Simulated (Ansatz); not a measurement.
Consider the formal exchange of groups at a C–O bond: `COC=S` + `FCCl` → `FC(Cl)C=S` + CH₃OH.

Calculated with Ansatz (gas phase, PBE0-D4/def2-TZVP geometries, no zero-point term in ΔE). CCSD(T)/CBS is the MP2 limit (def2-TZVPP, def2-QZVPP) plus CCSD(T) − MP2 in def2-TZVPP, frozen cores. This one scheme is used for every species. Functionals use def2-TZVPP. B3LYP here is the variant with VWN-RPA as its local correlation; programs differ in this. One conformer a species, not always the lowest.

Question: Is it downhill or uphill in electronic energy at CCSD(T)/CBS, and by how much? (Best estimate.)

Answer: The calculation gave: Uphill: ΔE = +9.5 kJ/mol.

Question: What do these levels give: B3LYP-D4, r2SCANh-D4, PBE-QIDH, revPBE, HF/def2-TZVPP, MP2/def2-QZVPP? (Estimate.)

Answer: The calculation gave: B3LYP-D4 23.1, r2SCANh-D4 26.0, PBE-QIDH 18.4, revPBE 29.2, HF/def2-TZVPP 23.7, MP2/def2-QZVPP 9.7 kJ/mol.

Question: What do rigid-rotor, harmonic-oscillator terms from PBE0-D4/def2-TZVP frequencies (298.15 K, 1 bar) make of the CCSD(T)/CBS value? (Best estimate.)

Answer: Ansatz gave: ΔZPE = -2.6 kJ/mol, ΔH = +7.5 kJ/mol, ΔS = -9 J/(mol·K), ΔG = +10.3 kJ/mol.

Largest T1 diagnostic among the species: 0.017.

The D4 term adds −3.8 kJ/mol with B3LYP and −2.0 kJ/mol with PBE0; it sums over pairs of atoms, weighted by their polarisabilities, and B3LYP, whose exchange is more repulsive, gets the larger term. From BLYP to BHLYP (50 % exact exchange), in def2-TZVPP and without D4, ΔE moves by −7.3 kJ/mol. In def2-TZVPP, CCSD(T) changes the Hartree–Fock value by −11.6 kJ/mol (the triples alone add +0.8 kJ/mol) and MP2 by −12.7 kJ/mol.
